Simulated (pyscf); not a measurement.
Optimised with ωB97X-D3(BJ)/def2-SVP in PySCF.

**Question.** Estimate the classical barrier height and the reaction energy of `[PH2][PH2]` + `[H][H]` → `[PH3]` + `[PH3]` at ωB97M-D3(BJ)/def2-TZVP. The step runs on the singlet surface, breaks P–P, H–H and forms H–P, H–P; take the separated reactants as zero.

**Answer.** ΔE‡ = 298.5 kJ/mol, ΔE = -23.8 kJ/mol. Zero-point energy shifts the barrier by +6.0 kJ/mol. It is a four-centre exchange, with an imaginary mode of 1477i cm⁻¹. The same reactants have a lower exit, to PH₂• + PH₂• + H₂ (no saddle counted: cutting one bond costs +260.2 kJ/mol at ωB97M-D3(BJ)/def2-TZVP, against +298.5 kJ/mol here). One saddle was located; it need not be the lowest between these sides.
